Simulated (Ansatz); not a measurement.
Elastic constant C11 (GPa) of solids drawn from the class of silicides and borides, at two levels: PBE (Ansatz, a quantum-chemistry and plane-wave program, plane waves, PAW), and LDA (Ansatz, plane waves, PAW).

| solid | PBE | LDA |
|---|---|---|
| antifluorite Mg₂Si | 116 | 124 |
| AlB2-type MgB₂ | 427 | ? |
| AlB2-type ZrB₂ | 562 | 606 |
| AlB2-type HfB₂ | 595 | 646 |
| C11b MoSi₂ | 393 | 428 |
| AlB2-type TiB₂ | 650 | 705 |

Q: Estimate the withheld LDA value from the other rows.

A: One way: carry over the typical ratio. The ratios LDA / PBE of the other rows, in order: 1.069, 1.078, 1.085, 1.086, 1.089; median 1.085. AlB2-type MgB₂: 427 × 1.085 = 463 GPa; the run gives 455 GPa. The ratios spread from 1.069 to 1.089, so such an estimate is rough. AlB2-type MgB₂ lies outside that spread.

Over all 6 rows LDA is the larger in 6.

Ansatz's runs of these crystals have no spin polarisation.

Spin–orbit coupling is left out, also for the solids with elements from indium on (AlB2-type HfB2); its size isn't shown.

Each level is taken at its own relaxed cell. Ansatz's density-functional and Hartree–Fock values are scalar-relativistic unless marked +SOC, with PAW data made under PBE.
